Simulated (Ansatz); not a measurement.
# How far each method lies from UCCSDT(Q) for H2C–SH, doublet

Geometry: displaced at random from a stationary point.

```xyz
5

C     0.0028    0.0602    1.1905
S     0.0020   -0.0673   -0.5245
H     0.0500    1.0527    1.6473
H    -0.0528   -0.8883    1.7159
H    -0.0952    1.2587   -0.8644
```

Basis cc-pVDZ; Ansatz 0.2.0. Only valence electrons are correlated (noble-gas cores frozen), which leaves 13 electrons in 41 orbitals. Prefix R: restricted or restricted open-shell reference; prefix U: unrestricted.

Full CI isn't at hand for all of this; UCCSDT(Q) serves as the reference, and is uncertain by the last step of the cluster series or more. The frozen core follows each run's orbitals, which can shift R against U totals by a few meV.

For open shells CISD is restricted-active-space CI with the open shells as a complete middle space.

```
UHF ⟨S²⟩                          : 0.767
T1 diagnostic (RCCSD)             : 0.0229
largest doubles amplitude (RCCSD) : 0.026
T1 diagnostic (UCCSD)             : 0.0187
```

```csv
level,E − E(RHF) (eV)
UHF,-0.1477
RMP2,-7.1501
UMP2,-7.1295
RCCSD,-8.0810
UCCSD,-8.0842
RCCSD(T),-8.2986
UCCSD(T),-8.2979
```

Q: Estimate how far UCCSDT(Q) in cc-pVDZ lies from RCCSD(T). The table doesn't fix it; the size of (T) and the diagnostics are the guide.

A: UCCSDT(Q) in cc-pVDZ lies 0.85 kcal/mol below RCCSD(T), which is 17 % of the (T) step (-5.02 kcal/mol). The diagnostics are small and one determinant leads, so the series closes fast and only a small part of (T) is left.

The other levels:

```
    level  E − E(UCCSDT(Q)) (kcal/mol)  share of correlation (%)  wall time
     CISD                        21.99                     88.56      3.5 s
  BCCD(T)                         0.83                     99.57      1.8 s
   RCCSDT                         0.35                     99.82          –
   UCCSDT                         0.33                     99.83          –
RCCSDT(Q)                         0.02                     99.99       64 s
```

The correlation energy at UCCSDT(Q), counted from RHF, is -8.336 eV. That run took 58 s on 1 thread of Intel Xeon, shared host.

Times hold each run's SCF and search for its determinant on a shared host, so for small cases they say little of a method's own cost; they ran on 1 thread of Intel Xeon. Some runs computed forces too.
